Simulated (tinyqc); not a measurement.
Inside a calculation. Method: geometry optimisation on the UHF/sto-6g surface (energies and gradients from PySCF), for BH, spin multiplicity 3. One step of it, computed by the program tinyqc.

Task: Step 2: move. Steepest descent, p = -g / 0.15; steps longer than 0.1 bohr are cut back.

positions after step 1 (bohr):
```
           x         y          z
1B  0.000000  0.000000  -0.007624
2H  0.000000  0.000000   2.175140
```

gradient (hartree/bohr):
```
             x           y            z
1B  0.00000000  0.00000000  -0.00444782
2H  0.00000000  0.00000000   0.00444782
```

Give: positions after step 2.

Result:

positions after step 2 (bohr):
```
         x       y       z
1B  0.0000  0.0000  0.0220
2H  0.0000  0.0000  2.1455
```
